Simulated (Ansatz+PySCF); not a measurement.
The numbers below are computed, except where a source is named.
Several solutions for triplet BNH2

```yaml
atoms:
  - { symbol: N, position_ang: [0.0000, 0.0000, -0.2879] }
  - { symbol: H, position_ang: [0.0000, 0.0000, 2.0151] }
  - { symbol: B, position_ang: [30.0000, 0.0000, -0.3131] }
  - { symbol: H, position_ang: [30.0000, 0.0000, 1.5655] }
```

Basis set: 6-31G (spherical functions). Charge 0, multiplicity 3.

CASSCF(2,2) was run from several starts with Ansatz (development build ahead of 0.2.0) and PySCF 2.14.0. The starts are those of the Hartree–Fock orbitals from which the active space was taken at the frontier.

```json
{"run": "A", "program": "PySCF", "start": "program defaults", "converged": "yes", "energy (hartree)": "-79.78387", "<S²>": "2.00"}
{"run": "B", "program": "Ansatz", "start": "search for the lowest state", "converged": "yes", "energy (hartree)": "-79.78959", "<S²>": "2.00"}
{"run": "C", "program": "Ansatz", "start": "stability test followed", "converged": "yes", "energy (hartree)": "-79.78959", "<S²>": "2.00"}
{"run": "D", "program": "Ansatz", "start": "atomic start, no search", "converged": "yes", "energy (hartree)": "-79.78959", "<S²>": "2.00"}
```

**Question.** Which runs reached the lowest solution of this kind, and what is wrong with the others?

**Answer.** B, C, D reached the lowest solution found. Converged but too high: A by 0.16 eV. Convergence only shows a stationary point; in CASSCF the end hangs on which orbitals enter the active space. Caution: other starts end on other solutions of this active space.
